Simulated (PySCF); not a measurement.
Compound: E-ethanimine, C₂H₅N.
SMILES: `[H]/N=C/C`

All values: PBE0/pcSseg-1 (PySCF, non-relativistic), on one gas-phase PBE0-D3(BJ)/def2-SVP geometry that isn't relaxed in the solvent. The solvent is an IEF-PCM continuum (Bondi radii, 1.10 Å for H, scaled by 1.2). Only the electrostatic response of the medium enters.

```tsv
run	E − E(gas) (kJ/mol)	HOMO (eV)	HOMO–LUMO gap (eV)	dipole (D)
gas	0.00	-7.55	7.63	2.08
P	-20.45	-7.69	7.77	2.77
Q	-14.60	-7.64	7.73	2.56
```

Task: The runs were made in chloroform and methanol. Which run belongs to which solvent?

Result: P = methanol, Q = chloroform. The dielectric constants are 4.711 (chloroform), 32.61 (methanol), and the energy falls further as ε rises. In this model the ground state sees the solvent through ε alone.

Task: How constant is the ratio of the lowering to (ε − 1)/(2ε + 1)?

Result: 
```
   solvent  (ε − 1)/(2ε + 1)  E − E(gas) (kJ/mol)  ratio (kJ/mol)  polarisation term (kJ/mol)
chloroform             0.356               -14.60           -41.0                      -16.56
  methanol             0.477               -20.45           -42.8                      -24.44
```

The ratio changes by +4.5 % in size from chloroform to methanol. The polarisation term is half the interaction of the solute with the induced surface charges.
